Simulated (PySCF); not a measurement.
# C₄H₄N₂: magnetic properties

Wanted: magnetic properties for C₄H₄N₂ (`c1ccnnc1`).

Computed with PySCF 2.14.0 and routines of our own; the level stands in each step. Atoms count from 0.

### Step 1. The system as given

10 atoms, charge 0, multiplicity 1; geometry from: GFN2-xTB.

### Step 2. Optimising the geometry at PBE0-D3(BJ)/def2-SVP

What the job is given:

```
{"job": {"xc": "PBE0", "basis": "def2-SVP", "d3": "d3bj", "grid": 1, "kind": "geom"}, "charge": 0, "multiplicity": 1}
C      0.673002     0.823650     0.060813
C     -0.707295     0.794002     0.044855
C     -1.306454    -0.461600    -0.048636
N     -0.613215    -1.580972    -0.119661
N      0.684917    -1.553230    -0.102204
C      1.327566    -0.405187    -0.015132
H      1.225393     1.748942     0.129116
H     -1.300345     1.694582     0.102153
H     -2.380914    -0.579200    -0.067920
H      2.406229    -0.476332    -0.005913
```

The run is started by

```sh
$ OMP_NUM_THREADS=1 python excited_run.py task.json out
```

One launch serves the whole session: the jobs run in the order shown.

Log:

```text
step   0  E = -263.79139455  max force = 0.012971
step   1  E = -263.79246141  max force = 0.002502
step   2  E = -263.79246746  max force = 0.000903
step   3  E = -263.79246913  max force = 0.000951
step   4  E = -263.79247230  max force = 0.000101
optimisation converged
```

It took 13 s on 1 thread of Arm Neoverse V1, shared host; peak memory 0.46 GiB.

The steps of the relaxation:

```
step  energy from step 0 (eV)  largest force component (eV/Å)
   0                   0.0000                          0.6670
   1                  -0.0290                          0.1287
   2                  -0.0292                          0.0464
   3                  -0.0292                          0.0489
   4                  -0.0293                          0.0052
```

Close pairs (by a distance rule), those that changed most:

```
 bond  before (Å)  after (Å)  change (Å)
N3–N4       1.299      1.316      +0.018
C5–H9       1.081      1.095      +0.013
C2–H8       1.081      1.095      +0.013
C0–H6       1.080      1.092      +0.013
C1–H7       1.080      1.092      +0.013
N4–C5       1.319      1.329      +0.011
C2–N3       1.319      1.329      +0.011
C0–C1       1.381      1.383      +0.003
```

The end geometry stands in the next job.

```
                         at the end point                value
  point group (found at 0.08 Å tolerance)                  C2v
rotational constants (GHz, main isotopes)  6.287, 6.012, 3.073
                        dipole moment (D)                 4.12
```

### Step 3. Magnetic properties: GIAO B3LYP/aug-pcSseg-1

What the job is given:

```
{"job": {"kind": "mag", "xc": "B3LYP", "basis": "aug-pcSseg-1", "isotopologues": 2}, "charge": 0, "multiplicity": 1}
C      0.708496     0.891122     0.019904
C     -0.674447     0.862092     0.003056
C     -1.274881    -0.395017    -0.099790
N     -0.588366    -1.530130    -0.181286
N      0.727302    -1.502498    -0.165208
C      1.363456    -0.339644    -0.067805
H      1.271145     1.824254     0.097009
H     -1.277457     1.770754     0.065998
H     -2.363707    -0.505072    -0.119090
H      2.456086    -0.403918    -0.060459
```

With the program's defaults for keys left out, this is: GIAO B3LYP/aug-pcSseg-1 magnetisability, rotational g tensor and spin-rotation constants, non-relativistic, gas phase.

Log:

```text
coarse grid: 8952 points
cycle   1  E = -264.2066778326  dE =  9.768e-01  |g| = 2.830e-01  |ddm| = 1.008e+01
cycle   2  E = -264.2157496349  dE = -9.072e-03  |g| = 2.164e-01  |ddm| = 3.392e+00
cycle   3  E = -264.2254648289  dE = -9.715e-03  |g| = 1.049e-01  |ddm| = 1.372e+00
cycle   4  E = -264.2275410155  dE = -2.076e-03  |g| = 3.594e-02  |ddm| = 3.177e-01
cycle   5  E = -264.2278502290  dE = -3.092e-04  |g| = 9.115e-03  |ddm| = 1.225e-01
cycle   6  E = -264.2278702616  dE = -2.003e-05  |g| = 3.199e-03  |ddm| = 2.832e-02
cycle   7  E = -264.2278727920  dE = -2.530e-06  |g| = 3.175e-04  |ddm| = 8.586e-03
final grid: 88304 points
cycle   8  E = -264.2731581591  dE = -2.537e-05  |g| = 4.244e-03  |ddm| = 2.041e-01
cycle   9  E = -264.2731568078  dE =  1.351e-06  |g| = 4.899e-03  |ddm| = 3.962e-02
cycle  10  E = -264.2731625942  dE = -5.786e-06  |g| = 1.128e-03  |ddm| = 2.043e-02
cycle  11  E = -264.2731628831  dE = -2.888e-07  |g| = 3.081e-04  |ddm| = 3.390e-03
cycle  12  E = -264.2731629058  dE = -2.270e-08  |g| = 5.934e-05  |ddm| = 9.191e-04
cycle  13  E = -264.2731629064  dE = -6.238e-10  |g| = 3.001e-05  |ddm| = 1.821e-04
converged SCF energy = -264.2731629064

Magnetisability tensor (1e-30 J/T^2)
     -279.16        2.09       11.75
        2.09     -421.18       74.23
       11.75       74.23    -1375.12
isotropic -691.82   principal values   -1380.98   -415.50   -278.97
isotropic susceptibility -41.662 1e-6 cm^3/mol

Inertial axes            a          b          c
rot. const./GHz      6.2869     6.0118     3.0731
chi total           -25.022    -16.800    -83.165
chi diamagnetic    -260.721   -263.763   -459.745
chi paramagnetic    235.699    246.963    376.580
quadrupole/D A       -4.704      7.304     -2.600
g nuclear            0.5961     0.5586     0.5769
g electronic        -0.6962    -0.6975    -0.5437
g total             -0.1001    -0.1389     0.0332

Spin-rotation constants (kHz, H = +C I.J)
atom  isotope        aa         bb         cc
  3    14N        1.627      2.530      0.111
  4    14N        1.627      2.530      0.111
  6     1H        0.366     -0.338     -0.310
  7     1H        0.365     -0.337     -0.310
  8     1H       -0.686      0.861     -0.269
  9     1H       -0.686      0.861     -0.269
  0    13C*       3.227      2.063      0.334
  2    13C*       2.238      3.479      0.493
* in the singly substituted isotopologue

Isotopologues: g along a, b, c
2H    at 6,7,8,9           -0.1262    -0.0844     0.0285
13C   at 0                 -0.1010    -0.1353     0.0327
```

Run time: 20 s. Hardware: 1 thread of Arm Neoverse V1, shared host; peak memory 0.82 GiB.

Key values:

```
              quantity                     value
       magnetisability           -692·10⁻³⁰ J/T²
  molar susceptibility        -41.7·10⁻⁶ cm³/mol
rotational g (a, b, c)  -0.1001, -0.1389, 0.0332
```

### Step 4. Magnetic properties: common gauge origin HCTH407/6-311G**

Settings changed since step 3:

```diff
@@ -1,2 +1,2 @@
-{"job": {"kind": "mag", "xc": "B3LYP", "basis": "aug-pcSseg-1", "isotopologues": 2}, "charge": 0, "multiplicity": 1}
+{"job": {"kind": "mag", "xc": "HCTH407", "basis": "6-311G**", "scf": {"guess": "vsap"}, "gauge": [0, 0, 0]}, "charge": 0, "multiplicity": 1}
 C      0.708496     0.891122     0.019904
```

With the program's defaults for keys left out, this is: common gauge origin HCTH407/6-311G** magnetisability, rotational g tensor and spin-rotation constants, non-relativistic, gas phase.

Log:

```text
final grid: 88304 points
cycle   1  E = -260.5439284026  dE =  2.974e+00  |g| = 3.146e+00  |ddm| = 1.354e+01
cycle   2  E = -244.1821139138  dE =  1.636e+01  |g| = 7.901e+00  |ddm| = 1.435e+01
cycle   3  E = -263.4351765903  dE = -1.925e+01  |g| = 1.740e+00  |ddm| = 4.691e+00
cycle   4  E = -263.8110258331  dE = -3.758e-01  |g| = 1.257e+00  |ddm| = 1.804e+00
cycle   5  E = -264.2994594083  dE = -4.884e-01  |g| = 1.475e-01  |ddm| = 1.053e+00
cycle   6  E = -264.3049161404  dE = -5.457e-03  |g| = 5.501e-02  |ddm| = 1.881e-01
cycle   7  E = -264.3054000121  dE = -4.839e-04  |g| = 3.770e-02  |ddm| = 4.957e-02
cycle   8  E = -264.3057476106  dE = -3.476e-04  |g| = 6.631e-03  |ddm| = 2.864e-02
cycle   9  E = -264.3057586997  dE = -1.109e-05  |g| = 1.555e-03  |ddm| = 6.714e-03
cycle  10  E = -264.3057587312  dE = -3.147e-08  |g| = 1.580e-03  |ddm| = 2.268e-03
cycle  11  E = -264.3057593816  dE = -6.504e-07  |g| = 7.937e-05  |ddm| = 1.283e-03
cycle  12  E = -264.3057593832  dE = -1.573e-09  |g| = 1.596e-05  |ddm| = 1.010e-04
cycle  13  E = -264.3057593832  dE = -1.353e-11  |g| = 1.389e-05  |ddm| = 2.180e-05
converged SCF energy = -264.3057593832

Magnetisability tensor (1e-30 J/T^2)
     -980.26        2.32       12.50
        2.32    -1135.02       78.64
       12.50       78.64    -2145.81
isotropic -1420.36   principal values   -2152.02  -1129.01   -980.06
isotropic susceptibility -85.536 1e-6 cm^3/mol

Inertial axes            a          b          c
rot. const./GHz      6.2869     6.0118     3.0731
chi total           -67.991    -59.020   -129.598
chi diamagnetic    -259.025   -261.683   -458.258
chi paramagnetic    191.034    202.662    328.660
quadrupole/D A       -4.605      6.750     -2.145
g nuclear            0.5961     0.5586     0.5769
g electronic        -0.5642    -0.5724    -0.4745
g total              0.0318    -0.0138     0.1024

Spin-rotation constants (kHz, H = +C I.J)
atom  isotope        aa         bb         cc
  3    14N        1.461      2.452      0.103
  4    14N        1.461      2.452      0.103
  6     1H        0.360      0.150     -0.063
  7     1H        0.360      0.150     -0.063
  8     1H        0.088      0.546     -0.056
  9     1H        0.088      0.546     -0.056
  0    13C*       2.752      1.976      0.266
  2    13C*       2.169      2.927      0.386
* in the singly substituted isotopologue
```

It took 14 s on 1 thread of Arm Neoverse V1, shared host; peak memory 0.47 GiB.

The run ended normally, but its values are not to be used for the molecule: a common gauge origin replaces GIAOs, so the magnetic properties depend on where the origin lies.

### Step 5. Magnetic properties: common gauge origin LC-wPBE/3-21G

Settings changed since step 4:

```diff
@@ -1,2 +1,2 @@
-{"job": {"kind": "mag", "xc": "HCTH407", "basis": "6-311G**", "scf": {"guess": "vsap"}, "gauge": [0, 0, 0]}, "charge": 0, "multiplicity": 1}
+{"job": {"kind": "mag", "xc": "LC-wPBE", "basis": "3-21G", "scf": {"conv": 1e-08}, "gauge": [0, 0, 0]}, "charge": 0, "multiplicity": 1}
 C      0.708496     0.891122     0.019904
```

Level: common gauge origin LC-wPBE/3-21G magnetisability, rotational g tensor and spin-rotation constants, non-relativistic, gas phase.

Log:

```text
final grid: 88304 points
cycle   1  E = -262.5689950259  dE =  1.279e+00  |g| = 3.117e-01  |ddm| = 3.619e+00
cycle   2  E = -262.5912101932  dE = -2.222e-02  |g| = 2.384e-01  |ddm| = 7.753e-01
cycle   3  E = -262.6028284360  dE = -1.162e-02  |g| = 6.424e-02  |ddm| = 3.233e-01
cycle   4  E = -262.6039119210  dE = -1.083e-03  |g| = 1.352e-02  |ddm| = 8.381e-02
cycle   5  E = -262.6039673545  dE = -5.543e-05  |g| = 3.774e-03  |ddm| = 2.841e-02
cycle   6  E = -262.6039733236  dE = -5.969e-06  |g| = 1.595e-03  |ddm| = 9.390e-03
cycle   7  E = -262.6039744891  dE = -1.165e-06  |g| = 4.918e-04  |ddm| = 3.800e-03
cycle   8  E = -262.6039747528  dE = -2.637e-07  |g| = 1.261e-04  |ddm| = 1.870e-03
cycle   9  E = -262.6039747692  dE = -1.641e-08  |g| = 3.505e-05  |ddm| = 5.285e-04
cycle  10  E = -262.6039747719  dE = -2.678e-09  |g| = 6.107e-06  |ddm| = 1.749e-04
converged SCF energy = -262.6039747719

Magnetisability tensor (1e-30 J/T^2)
    -2337.48        5.90       16.96
        5.90    -2671.83       95.38
       16.96       95.38    -3898.27
isotropic -2969.19   principal values   -3905.82  -2664.62  -2337.15
isotropic susceptibility -178.809 1e-6 cm^3/mol

Inertial axes            a          b          c
rot. const./GHz      6.2869     6.0118     3.0731
chi total          -160.467   -140.746   -235.214
chi diamagnetic    -259.443   -262.900   -458.242
chi paramagnetic     98.976    122.154    223.028
quadrupole/D A       -4.812      7.901     -3.089
g nuclear            0.5961     0.5586     0.5769
g electronic        -0.2923    -0.3450    -0.3220
g total              0.3037     0.2136     0.2549

Spin-rotation constants (kHz, H = +C I.J)
atom  isotope        aa         bb         cc
  3    14N        1.254      2.676      0.045
  4    14N        1.255      2.676      0.045
  6     1H        0.545      1.748      0.447
  7     1H        0.546      1.747      0.447
  8     1H        2.422     -0.040      0.420
  9     1H        2.422     -0.040      0.420
  0    13C*       1.920      1.415     -0.135
  2    13C*       1.614      2.316     -0.007
* in the singly substituted isotopologue
```

It took 3.8 s on 1 thread of Arm Neoverse V1, shared host; peak memory 0.4 GiB.

It converged, yet the result is unsound: a common gauge origin replaces GIAOs, so the magnetic properties depend on where the origin lies.

### Step 6. Summary of results

```
                                                quantity                               value
                                             point group                                 C2v
                    rotational constants (main isotopes)                6.29, 6.01, 3.07 GHz
       magnetisability (step 3, GIAO B3LYP/aug-pcSseg-1)                     -692·10⁻³⁰ J/T²
  molar susceptibility (step 3, GIAO B3LYP/aug-pcSseg-1)                  -41.7·10⁻⁶ cm³/mol
rotational g (a, b, c) (step 3, GIAO B3LYP/aug-pcSseg-1)            -0.1001, -0.1389, 0.0332
                                                    runs  0 failed, 2 ended on unsound input
```

In words: Relaxing lowered the energy by 0.029 eV in 4 steps; the close pair that moved most is N3–N4, from 1.299 to 1.316 Å. Vibrational averaging and real surroundings are missing from these values.
